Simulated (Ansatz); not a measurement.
bcc Na, treated with r²SCAN50 (Ansatz, a first-principles code, PAW).

Run with plane-wave cutoff 520 eV, 10×10×10 k mesh, Fermi–Dirac smearing 0.05 eV, scalar-relativistic PAW data made under PBE.

A third-order Birch–Murnaghan fit to the energies gives V0 = 38.445 Å³/atom, B0 = 7.31 GPa, B′ = 3.6.

```
V (Å³/atom)  P (GPa)
-----------  -------
36.558           [?]
37.483           [?]
38.236         0.039
39.405        -0.174
40.366           [?]
```

Task: Estimate the withheld pressures from this fit; the answers are the runs' own values.

Result: 
- 36.558, P (GPa): 0.401
- 37.483, P (GPa): 0.192
- 40.366, P (GPa): -0.327

The formula P = (3/2) B0 (x^(7/3) − x^(5/3)) [1 + (3/4)(B′ − 4)(x^(2/3) − 1)] with x = V0/V meets the computed pressures within 0.01 GPa when these rounded values are put in.

Measured, for comparison: bulk modulus 7.9 GPa (0 K value with the zero-point phonon effect removed, our sources range from 7.63 to 7.91; as tabulated in Mejia-Rodriguez and Trickey (2018), arXiv:1807.09216); equilibrium volume per atom 37.42 Å³/atom (static lattice: zero-point anharmonic expansion removed; as tabulated in Mejia-Rodriguez and Trickey (2018), arXiv:1807.09216). Computed (rounded) less measured: bulk modulus -7 % (-4 % to -8 % over the range), equilibrium volume per atom +2.7 %.

Static lattice: no zero-point or thermal effects.
